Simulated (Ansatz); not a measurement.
## Structure relaxation of HfMo

All numbers below come from Ansatz, DFT PBE, scalar-relativistic, plane waves, PAW.

The start is a database structure of HfMo, space group Cmmm (No. 65).

Input of the last, converged step (default PAW datasets):

```yaml
crystal:
  lattice:
    - [1.6712035, -2.472467, 0.0]
    - [1.6712035, 2.472467, 0.0]
    - [0.0, 0.0, 4.447011]
  atoms:
    - { symbol: Hf, position: [0.0, 0.0, 0.0] }
    - { symbol: Mo, position: [0.5, 0.5, 0.5] }
basis:
  ecutwfc: 420
kpoints:
  mp_grid: { grid: [20, 20, 12] }
hamiltonian:
  xc: pbe
scf:
  occupations: { method: gaussian, width: 0.1 }
output:
  forces: true
  stress: true
  eigenvalues: true
relax:
  adjacent_minimum: "off"
  f_tol: 0.01
  max_steps: 80
  cell: { stress_tol: 0.05 }
```

Launched as:

```bash
ansatz run input.yaml --threads 1 --pin off --max-ram 2560MiB --backend cpu --events-out ev --progress --plain --runs-dir out
```

It took 3.4 min on 1 thread of Arm Neoverse V2, with other jobs on the host, peak memory 0.81 GiB.

End of the output:

```
SCF converged after 9 iterations
Free energy (F): -20677.194353 eV
Harris-Foulkes:  -20677.194353 eV  (|F-HF|=7.28e-12)
Internal energy: -20677.183470 eV  (E = F + TS)
E sigma→0 (E₀):  -20677.188911 eV
Entropy (-TS):   -0.010882 eV (-5.441 meV/atom)
Fermi energy:    20.537472 eV
--- Per-component energies (eV) ---
  E_band       = 18.879851
  E_kinetic    = 867.851069
  E_local      = -6021.106871  (includes V_loc(G=0)·N_el)
  E_nonlocal   = -1100.016663
  E_hartree    = 2746.494100
  E_xc         = -484.297575
  E_vxc        = -496.139840  (∫ρ·V_xc dr)
  E_paw        = -10130.360269  (= ΣΔE_a)
  E_vpaw       = 1275.303914  (= ΣTr[D̂ρ^β])
  E_aug_tail   = 0.000042  (compensation charges beyond the density's cutoff)
  E_ewald      = -6555.747303
  E_smearing   = -0.010882  (= −TS)
  E_closure    = 0.000000  (closes the sum)
  Σ components = -20677.194353   (vs F -20677.194353, Δ=0.00e0)
--- Forces (eV/Å), atoms counted from 1 ---
  atom   1  Hf     0.00000000     0.00000000     0.00000000
  atom   2  Mo     0.00000000     0.00000000     0.00000000
  max |Σ_I F_I| component: 1.97e-31 eV/Å
--- Stress (GPa, compression-positive) ---
        0.002930       0.000000       0.000000
        0.000000      -0.017451       0.000000
        0.000000       0.000000      -0.017765
  P = ⅓ Tr σ = -0.0108 GPa (-0.108 kbar)
--- Relaxed structure (5 steps of the walk, 4 accepted, 1 SCFs on fresh bases) ---
  F+E_penalty+E_count = -20677.19435255 eV   max|allowed force component| = 9.861e-32 eV/Å   (the final SCF, on the basis selected at the relaxed cell)
  cell:  # Å, volume = 36.7863 Å³
    - [1.677528, -2.451916, 0.0]
    - [1.677528, 2.451916, 0.0]
    - [0.0, 0.0, 4.471788]
  atoms:
    - { symbol: Hf, position: [0.000000, 0.000000, 0.0] }
    - { symbol: Mo, position: [0.5, 0.5, 0.500000] }
```

Total energies depend on the potentials used, so only differences within one code and one set of settings carry meaning.

The result has space group Cmmm (No. 65). Hf is coordinated by 4 Mo at 2.80 Å, 4 Hf at 2.97 Å, 4 Mo at 3.32 Å and 2 Hf at 3.36 Å; Mo has 4 Hf at 2.80 Å, 4 Mo at 2.97 Å, 4 Hf at 3.32 Å and 2 Mo at 3.36 Å.

Against the elements it lies at 0.10 eV/atom. The zero of energy is the elements' standard structures at the same level; no fitted shifts are applied.

The k mesh leaves about 4 meV/atom of noise in metals. Spin–orbit coupling is left out.

A structure relaxed within its symmetry needn't be a true minimum.